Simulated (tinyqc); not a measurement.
Inside a calculation (part 1 of 2). Method: ROHF in the sto-3g basis, for LiH, spin multiplicity 3. Computed by tinyqc, a small Python program that keeps every step (integrals from PySCF). Settings: charge = 0, multiplicity = 3, basis = sto-3g, energy threshold = 1e-09, iteration cap = 73, orthogonalisation = symmetric, start = core, DIIS depth = 0, method = ROHF. Command: `OMP_NUM_THREADS=1 python tinyqc.py 25718 25719 out.jsonl` (the two numbers bound the seeds that draw the settings). One thread of a shared host (Intel(R) Xeon(R) Processor @ 2.60GHz), about 0.08 s of CPU time with the checks. Later iterations appear only in the table of the cycle.

## One-electron integrals

Geometry (angstrom):
```
atom         x         y         z
Li    0.000000  0.000000  0.000000
H     0.000000  0.000000  2.330000
```

Basis sto-3g: exponents (1/bohr^2) and contraction coefficients of normalised primitives:
```
element  l (shell)   exponent  coefficient
Li           s (1)  16.119575     0.154329
Li           s (1)   2.936201     0.535328
Li           s (1)   0.794651     0.444635
Li           s (2)   0.636290    -0.099967
Li           s (2)   0.147860     0.399513
Li           s (2)   0.048089     0.700115
Li           p (3)   0.636290     0.155916
Li           p (3)   0.147860     0.607684
Li           p (3)   0.048089     0.391957
H            s (1)   3.425251     0.154329
H            s (1)   0.623914     0.535328
H            s (1)   0.168855     0.444635
```

Overlap, kinetic and nuclear-attraction integrals over the contracted functions; the nuclear repulsion is the sum of Za Zb / Rab.

nuclear repulsion = 0.68134405 hartree

overlap S:
```
           1Li 1s    1Li 2s   1Li 2px   1Li 2py   1Li 2pz     2H 1s
1Li 1s   1.000000  0.241137  0.000000  0.000000  0.000000  0.012623
1Li 2s   0.241137  1.000000  0.000000  0.000000  0.000000  0.228863
1Li 2px  0.000000  0.000000  1.000000  0.000000  0.000000  0.000000
1Li 2py  0.000000  0.000000  0.000000  1.000000  0.000000  0.000000
1Li 2pz  0.000000  0.000000  0.000000  0.000000  1.000000  0.337711
2H 1s    0.012623  0.228863  0.000000  0.000000  0.337711  1.000000
```

kinetic energy T (hartree):
```
            1Li 1s     1Li 2s   1Li 2px   1Li 2py   1Li 2pz      2H 1s
1Li 1s    3.576786  -0.020237  0.000000  0.000000  0.000000  -0.005835
1Li 2s   -0.020237   0.102163  0.000000  0.000000  0.000000   0.007852
1Li 2px   0.000000   0.000000  0.319682  0.000000  0.000000   0.000000
1Li 2py   0.000000   0.000000  0.000000  0.319682  0.000000   0.000000
1Li 2pz   0.000000   0.000000  0.000000  0.000000  0.319682   0.038945
2H 1s    -0.005835   0.007852  0.000000  0.000000  0.038945   0.760032
```

nuclear attraction V (hartree):
```
            1Li 1s     1Li 2s    1Li 2px    1Li 2py    1Li 2pz      2H 1s
1Li 1s   -8.209996  -1.019109   0.000000   0.000000  -0.007595  -0.050186
1Li 2s   -1.019109  -1.427466   0.000000   0.000000  -0.081138  -0.346060
1Li 2px   0.000000   0.000000  -1.397828   0.000000   0.000000   0.000000
1Li 2py   0.000000   0.000000   0.000000  -1.397828   0.000000   0.000000
1Li 2pz  -0.007595  -0.081138   0.000000   0.000000  -1.457665  -0.515789
2H 1s    -0.050186  -0.346060   0.000000   0.000000  -0.515789  -1.907918
```

core Hamiltonian H = T + V (hartree):
```
            1Li 1s     1Li 2s    1Li 2px    1Li 2py    1Li 2pz      2H 1s
1Li 1s   -4.633210  -1.039346   0.000000   0.000000  -0.007595  -0.056021
1Li 2s   -1.039346  -1.325303   0.000000   0.000000  -0.081138  -0.338208
1Li 2px   0.000000   0.000000  -1.078147   0.000000   0.000000   0.000000
1Li 2py   0.000000   0.000000   0.000000  -1.078147   0.000000   0.000000
1Li 2pz  -0.007595  -0.081138   0.000000   0.000000  -1.137983  -0.476844
2H 1s    -0.056021  -0.338208   0.000000   0.000000  -0.476844  -1.147886
```

## Two-electron integrals

Functions are numbered as in S; the eight-fold symmetry (ij|kl) = (ji|kl) = (kl|ij) leaves the list below.

Two-electron integrals (ij|kl) in chemists' order, unique and non-zero (hartree):
```
(11|11) 1.680395   (21|11) 0.265420   (21|21) 0.049941   (22|11) 0.397727
(22|21) 0.092860   (22|22) 0.290562   (31|31) 0.008981   (32|31) 0.013788
(32|32) 0.064184   (33|11) 0.396640   (33|21) 0.092880   (33|22) 0.290497
(33|33) 0.312946   (41|41) 0.008981   (42|41) 0.013788   (42|42) 0.064184
(43|43) 0.016869   (44|11) 0.396640   (44|21) 0.092880   (44|22) 0.290497
(44|33) 0.279207   (44|44) 0.312946   (51|51) 0.008981   (52|51) 0.013788
(52|52) 0.064184   (53|53) 0.016869   (54|54) 0.016869   (55|11) 0.396640
(55|21) 0.092880   (55|22) 0.290497   (55|33) 0.279207   (55|44) 0.279207
(55|55) 0.312946   (61|11) 0.013023   (61|21) 0.002490   (61|22) 0.004808
(61|33) 0.004745   (61|44) 0.004745   (61|51) 0.000345   (61|52) 0.000677
(61|55) 0.004937   (61|61) 0.000140   (62|11) 0.065326   (62|21) 0.015602
(62|22) 0.056613   (62|33) 0.053246   (62|44) 0.053246   (62|51) 0.002344
(62|52) 0.017982   (62|55) 0.063295   (62|61) 0.000963   (62|62) 0.023530
(63|31) 0.000817   (63|32) 0.004708   (63|53) 0.002276   (63|63) 0.001111
(64|41) 0.000817   (64|42) 0.004708   (64|54) 0.002276   (64|64) 0.001111
(65|11) 0.092100   (65|21) 0.022103   (65|22) 0.081976   (65|33) 0.076386
(65|44) 0.076386   (65|51) 0.003599   (65|52) 0.027856   (65|55) 0.093081
(65|61) 0.001387   (65|62) 0.036231   (65|65) 0.056033   (66|11) 0.227089
(66|21) 0.054746   (66|22) 0.217832   (66|33) 0.200315   (66|44) 0.200315
(66|51) 0.007567   (66|52) 0.076574   (66|55) 0.252693   (66|61) 0.003376
(66|62) 0.121260   (66|65) 0.190904   (66|66) 0.774606
```

## Orthogonalisation

S = U s U^T; symmetric (Loewdin) form X = U s^(-1/2) U^T, so that X^T S X = 1.

eigenvalues of S: 0.568942  0.808469  1.000000  1.000000  1.182527  1.440062

X:
```
            1Li 1s     1Li 2s   1Li 2px   1Li 2py    1Li 2pz      2H 1s
1Li 1s    1.023367  -0.128778  0.000000  0.000000  -0.005143   0.017360
1Li 2s   -0.128778   1.046752  0.000000  0.000000   0.034222  -0.131965
1Li 2px   0.000000   0.000000  1.000000  0.000000   0.000000   0.000000
1Li 2py   0.000000   0.000000  0.000000  1.000000   0.000000   0.000000
1Li 2pz  -0.005143   0.034222  0.000000  0.000000   1.048857  -0.189308
2H 1s     0.017360  -0.131965  0.000000  0.000000  -0.189308   1.071856
```

## Starting guess

The start is the orbitals of the core Hamiltonian; D(s) = C_occ C_occ^T for each spin.

D(alpha) at the start:
```
            1Li 1s     1Li 2s   1Li 2px   1Li 2py    1Li 2pz      2H 1s
1Li 1s    1.063472  -0.264640  0.000000  0.000000   0.004415   0.029541
1Li 2s   -0.264640   1.103844  0.000000  0.000000  -0.042014  -0.136474
1Li 2px   0.000000   0.000000  0.000000  0.000000   0.000000   0.000000
1Li 2py   0.000000   0.000000  0.000000  0.000000   0.000000   0.000000
1Li 2pz   0.004415  -0.042014  0.000000  0.000000   0.418063   0.377213
2H 1s     0.029541  -0.136474  0.000000  0.000000   0.377213   0.349194
```

D(beta) at the start:
```
            1Li 1s     1Li 2s   1Li 2px   1Li 2py    1Li 2pz      2H 1s
1Li 1s    1.011308  -0.024884  0.000000  0.000000   0.000264   0.004353
1Li 2s   -0.024884   0.000612  0.000000  0.000000  -0.000006  -0.000107
1Li 2px   0.000000   0.000000  0.000000  0.000000   0.000000   0.000000
1Li 2py   0.000000   0.000000  0.000000  0.000000   0.000000   0.000000
1Li 2pz   0.000264  -0.000006  0.000000  0.000000   0.000000   0.000001
2H 1s     0.004353  -0.000107  0.000000  0.000000   0.000001   0.000019
```

## Iteration 1: building the Fock matrix

J_ij = sum D_kl (ij|kl) with D = D(alpha) + D(beta), K_ij = sum D_kl (ik|jl) for each spin; F = H + J - K(s); E = tr D H + tr D J / 2 - 0.5 sum_s tr D(s) K(s) + E_nn.

Coulomb J (hartree):
```
           1Li 1s    1Li 2s   1Li 2px   1Li 2py   1Li 2pz     2H 1s
1Li 1s   4.069675  0.694860  0.000000  0.000000  0.003666  0.034871
1Li 2s   0.694860  1.336561  0.000000  0.000000  0.037625  0.277317
1Li 2px  0.000000  0.000000  1.320082  0.000000  0.000000  0.000000
1Li 2py  0.000000  0.000000  0.000000  1.320082  0.000000  0.000000
1Li 2pz  0.003666  0.037625  0.000000  0.000000  1.362341  0.404571
2H 1s    0.034871  0.277317  0.000000  0.000000  0.404571  1.160953
```

exchange K(alpha) (hartree):
```
           1Li 1s    1Li 2s   1Li 2px   1Li 2py   1Li 2pz     2H 1s
1Li 1s   1.705852  0.272757  0.000000  0.000000  0.000636  0.017678
1Li 2s   0.272757  0.358783  0.000000  0.000000  0.019685  0.120886
1Li 2px  0.000000  0.000000  0.081023  0.000000  0.000000  0.000000
1Li 2py  0.000000  0.000000  0.000000  0.081023  0.000000  0.000000
1Li 2pz  0.000636  0.019685  0.000000  0.000000  0.286332  0.222525
2H 1s    0.017678  0.120886  0.000000  0.000000  0.222525  0.427619
```

exchange K(beta) (hartree):
```
           1Li 1s    1Li 2s   1Li 2px   1Li 2py   1Li 2pz     2H 1s
1Li 1s   1.686331  0.257632  0.000000  0.000000  0.000506  0.012500
1Li 2s   0.257632  0.046187  0.000000  0.000000  0.000122  0.002270
1Li 2px  0.000000  0.000000  0.008442  0.000000  0.000000  0.000000
1Li 2py  0.000000  0.000000  0.000000  0.008442  0.000000  0.000000
1Li 2pz  0.000506  0.000122  0.000000  0.000000  0.008463  0.000317
2H 1s    0.012500  0.002270  0.000000  0.000000  0.000317  0.000127
```

F(alpha) (hartree):
```
            1Li 1s     1Li 2s   1Li 2px   1Li 2py    1Li 2pz      2H 1s
1Li 1s   -2.269387  -0.617244  0.000000  0.000000  -0.004565  -0.038829
1Li 2s   -0.617244  -0.347525  0.000000  0.000000  -0.063198  -0.181777
1Li 2px   0.000000   0.000000  0.160912  0.000000   0.000000   0.000000
1Li 2py   0.000000   0.000000  0.000000  0.160912   0.000000   0.000000
1Li 2pz  -0.004565  -0.063198  0.000000  0.000000  -0.061974  -0.294798
2H 1s    -0.038829  -0.181777  0.000000  0.000000  -0.294798  -0.414551
```

F(beta) (hartree):
```
            1Li 1s     1Li 2s   1Li 2px   1Li 2py    1Li 2pz      2H 1s
1Li 1s   -2.249866  -0.602118  0.000000  0.000000  -0.004435  -0.033651
1Li 2s   -0.602118  -0.034929  0.000000  0.000000  -0.043636  -0.063161
1Li 2px   0.000000   0.000000  0.233494  0.000000   0.000000   0.000000
1Li 2py   0.000000   0.000000  0.000000  0.233494   0.000000   0.000000
1Li 2pz  -0.004435  -0.043636  0.000000  0.000000   0.215896  -0.072590
2H 1s    -0.033651  -0.063161  0.000000  0.000000  -0.072590   0.012941
```

total energy of this density = -7.65479736 hartree

## Iteration 1: Roothaan effective Fock matrix

With projectors Pc = D(beta) S, Po = (D(alpha) - D(beta)) S, Pv = 1 - D(alpha) S, the block xy is Px^T F Py; with Fc = (F(alpha) + F(beta))/2, the blocks are Fc for cc, oo, vv and cv, F(beta) for co and F(alpha) for ov.

effective F (hartree):
```
            1Li 1s     1Li 2s   1Li 2px   1Li 2py    1Li 2pz      2H 1s
1Li 1s   -2.259547  -0.607838  0.000000  0.000000  -0.003351  -0.035099
1Li 2s   -0.607838  -0.192088  0.000000  0.000000  -0.046765  -0.133378
1Li 2px   0.000000   0.000000  0.197203  0.000000   0.000000   0.000000
1Li 2py   0.000000   0.000000  0.000000  0.197203   0.000000   0.000000
1Li 2pz  -0.003351  -0.046765  0.000000  0.000000   0.114836  -0.186017
2H 1s    -0.035099  -0.133378  0.000000  0.000000  -0.186017  -0.243005
```

## Iteration 1: diagonalisation and new density

Diagonalise F' = X^T F X, C = X C', fill 3 alpha and 1 beta electrons from the bottom; D(s) = C_occ C_occ^T. Each column has its largest component positive (the first on a tie).

F' = X^T F X (hartree):
```
           1          2         3         4          5          6
1  -2.210070  -0.336764  0.000000  0.000000  -0.006140   0.016950
2  -0.336764  -0.054152  0.000000  0.000000  -0.002214  -0.105281
3   0.000000   0.000000  0.197203  0.000000   0.000000   0.000000
4   0.000000   0.000000  0.000000  0.197203   0.000000   0.000000
5  -0.006140  -0.002214  0.000000  0.000000   0.189761  -0.190193
6   0.016950  -0.105281  0.000000  0.000000  -0.190193  -0.166707
```

orbital energies (hartree): MO1 -2.261466, MO2 -0.283906, MO3 0.025543, MO4 0.197203, MO5 0.197203, MO6 0.278660

coefficients C:
```
               MO1        MO2        MO3       MO4        MO5        MO6
1Li 1s    0.992220  -0.081254  -0.264087  0.000000   0.000000  -0.057855
1Li 2s    0.030675   0.247994   1.003196  0.000000   0.000000   0.249028
1Li 2px   0.000000   0.000000   0.000000  0.014116   0.999900   0.000000
1Li 2py   0.000000   0.000000   0.000000  0.999900  -0.014116   0.000000
1Li 2pz   0.002837   0.215229  -0.210197  0.000000   0.000000   1.023045
2H 1s    -0.003429   0.826457  -0.332907  0.000000   0.000000  -0.639187
```

D(alpha) after iteration 1:
```
            1Li 1s     1Li 2s   1Li 2px   1Li 2py    1Li 2pz      2H 1s
1Li 1s    1.060845  -0.254645  0.000000  0.000000   0.040836   0.017361
1Li 2s   -0.254645   1.068844  0.000000  0.000000  -0.157406  -0.129120
1Li 2px   0.000000   0.000000  0.000000  0.000000   0.000000   0.000000
1Li 2py   0.000000   0.000000  0.000000  0.000000   0.000000   0.000000
1Li 2pz   0.040836  -0.157406  0.000000  0.000000   0.090514   0.247843
2H 1s     0.017361  -0.129120  0.000000  0.000000   0.247843   0.793870
```

D(beta) after iteration 1:
```
            1Li 1s     1Li 2s   1Li 2px   1Li 2py    1Li 2pz      2H 1s
1Li 1s    0.984501   0.030437  0.000000  0.000000   0.002814  -0.003403
1Li 2s    0.030437   0.000941  0.000000  0.000000   0.000087  -0.000105
1Li 2px   0.000000   0.000000  0.000000  0.000000   0.000000   0.000000
1Li 2py   0.000000   0.000000  0.000000  0.000000   0.000000   0.000000
1Li 2pz   0.002814   0.000087  0.000000  0.000000   0.000008  -0.000010
2H 1s    -0.003403  -0.000105  0.000000  0.000000  -0.000010   0.000012
```

Within a degenerate level the vectors are fixed only up to a rotation; this is one choice.

## Iteration 2: building the Fock matrix

As before.

Coulomb J (hartree):
```
           1Li 1s    1Li 2s   1Li 2px   1Li 2py   1Li 2pz     2H 1s
1Li 1s   3.988771  0.678684  0.000000  0.000000  0.003641  0.034051
1Li 2s   0.678684  1.308053  0.000000  0.000000  0.050978  0.295627
1Li 2px  0.000000  0.000000  1.288920  0.000000  0.000000  0.000000
1Li 2py  0.000000  0.000000  0.000000  1.288920  0.000000  0.000000
1Li 2pz  0.003641  0.050978  0.000000  0.000000  1.339239  0.436142
2H 1s    0.034051  0.295627  0.000000  0.000000  0.436142  1.350727
```

exchange K(alpha) (hartree):
```
           1Li 1s     1Li 2s   1Li 2px   1Li 2py    1Li 2pz     2H 1s
1Li 1s   1.701747   0.268130  0.000000  0.000000   0.001655  0.015127
1Li 2s   0.268130   0.335578  0.000000  0.000000  -0.012602  0.139698
1Li 2px  0.000000   0.000000  0.073458  0.000000   0.000000  0.000000
1Li 2py  0.000000   0.000000  0.000000  0.073458   0.000000  0.000000
1Li 2pz  0.001655  -0.012602  0.000000  0.000000   0.182988  0.226901
2H 1s    0.015127   0.139698  0.000000  0.000000   0.226901  0.696956
```

exchange K(beta) (hartree):
```
           1Li 1s    1Li 2s   1Li 2px   1Li 2py   1Li 2pz     2H 1s
1Li 1s   1.670466  0.274787  0.000000  0.000000  0.000834  0.014383
1Li 2s   0.274787  0.054976  0.000000  0.000000  0.000237  0.002985
1Li 2px  0.000000  0.000000  0.009735  0.000000  0.000000  0.000000
1Li 2py  0.000000  0.000000  0.000000  0.009735  0.000000  0.000000
1Li 2pz  0.000834  0.000237  0.000000  0.000000  0.009713  0.000438
2H 1s    0.014383  0.002985  0.000000  0.000000  0.000438  0.000190
```

F(alpha) (hartree):
```
            1Li 1s     1Li 2s   1Li 2px   1Li 2py    1Li 2pz      2H 1s
1Li 1s   -2.346186  -0.628792  0.000000  0.000000  -0.005609  -0.037098
1Li 2s   -0.628792  -0.352828  0.000000  0.000000  -0.017558  -0.182278
1Li 2px   0.000000   0.000000  0.137315  0.000000   0.000000   0.000000
1Li 2py   0.000000   0.000000  0.000000  0.137315   0.000000   0.000000
1Li 2pz  -0.005609  -0.017558  0.000000  0.000000   0.018268  -0.267602
2H 1s    -0.037098  -0.182278  0.000000  0.000000  -0.267602  -0.494115
```

F(beta) (hartree):
```
            1Li 1s     1Li 2s   1Li 2px   1Li 2py    1Li 2pz      2H 1s
1Li 1s   -2.314904  -0.635449  0.000000  0.000000  -0.004788  -0.036354
1Li 2s   -0.635449  -0.072226  0.000000  0.000000  -0.030397  -0.045565
1Li 2px   0.000000   0.000000  0.201038  0.000000   0.000000   0.000000
1Li 2py   0.000000   0.000000  0.000000  0.201038   0.000000   0.000000
1Li 2pz  -0.004788  -0.030397  0.000000  0.000000   0.191543  -0.041140
2H 1s    -0.036354  -0.045565  0.000000  0.000000  -0.041140   0.202651
```

total energy of this density = -7.77063555 hartree

## Iteration 2: Roothaan effective Fock matrix

As before.

effective F (hartree):
```
            1Li 1s     1Li 2s   1Li 2px   1Li 2py    1Li 2pz      2H 1s
1Li 1s   -2.330341  -0.635486  0.000000  0.000000  -0.004469  -0.036098
1Li 2s   -0.635486  -0.210573  0.000000  0.000000  -0.003210  -0.112134
1Li 2px   0.000000   0.000000  0.169176  0.000000   0.000000   0.000000
1Li 2py   0.000000   0.000000  0.000000  0.169176   0.000000   0.000000
1Li 2pz  -0.004469  -0.003210  0.000000  0.000000   0.170827  -0.104716
2H 1s    -0.036098  -0.112134  0.000000  0.000000  -0.104716  -0.180600
```

## Iteration 2: diagonalisation and new density

As before.

F' = X^T F X (hartree):
```
           1          2         3         4          5          6
1  -2.277286  -0.354650  0.000000  0.000000  -0.011987   0.016904
2  -0.354650  -0.070481  0.000000  0.000000   0.032826  -0.092228
3   0.000000   0.000000  0.169176  0.000000   0.000000   0.000000
4   0.000000   0.000000  0.000000  0.169176   0.000000   0.000000
5  -0.011987   0.032826  0.000000  0.000000   0.224154  -0.124618
6   0.016904  -0.092228  0.000000  0.000000  -0.124618  -0.130079
```

orbital energies (hartree): MO1 -2.332900, MO2 -0.203991, MO3 0.006199, MO4 0.169176, MO5 0.169176, MO6 0.277000

coefficients C:
```
               MO1        MO2        MO3        MO4       MO5        MO6
1Li 1s    0.991066  -0.099529  -0.257977   0.000000  0.000000  -0.074318
1Li 2s    0.035017   0.311375   0.970688   0.000000  0.000000   0.300738
1Li 2px   0.000000   0.000000   0.000000  -0.151090  0.988520   0.000000
1Li 2py   0.000000   0.000000   0.000000   0.988520  0.151090   0.000000
1Li 2pz   0.003121   0.083318  -0.246902   0.000000  0.000000   1.034032
2H 1s    -0.004790   0.856202  -0.398929   0.000000  0.000000  -0.556938
```

D(alpha) after iteration 2:
```
            1Li 1s     1Li 2s   1Li 2px   1Li 2py    1Li 2pz      2H 1s
1Li 1s    1.058669  -0.246702  0.000000  0.000000   0.058496   0.012950
1Li 2s   -0.246702   1.040415  0.000000  0.000000  -0.213613  -0.120803
1Li 2px   0.000000   0.000000  0.000000  0.000000   0.000000   0.000000
1Li 2py   0.000000   0.000000  0.000000  0.000000   0.000000   0.000000
1Li 2pz   0.058496  -0.213613  0.000000  0.000000   0.067912   0.169819
2H 1s     0.012950  -0.120803  0.000000  0.000000   0.169819   0.892250
```

D(beta) after iteration 2:
```
            1Li 1s     1Li 2s   1Li 2px   1Li 2py    1Li 2pz      2H 1s
1Li 1s    0.982211   0.034704  0.000000  0.000000   0.003093  -0.004748
1Li 2s    0.034704   0.001226  0.000000  0.000000   0.000109  -0.000168
1Li 2px   0.000000   0.000000  0.000000  0.000000   0.000000   0.000000
1Li 2py   0.000000   0.000000  0.000000  0.000000   0.000000   0.000000
1Li 2pz   0.003093   0.000109  0.000000  0.000000   0.000010  -0.000015
2H 1s    -0.004748  -0.000168  0.000000  0.000000  -0.000015   0.000023
```

Within a degenerate level the vectors are fixed only up to a rotation; this is one choice.
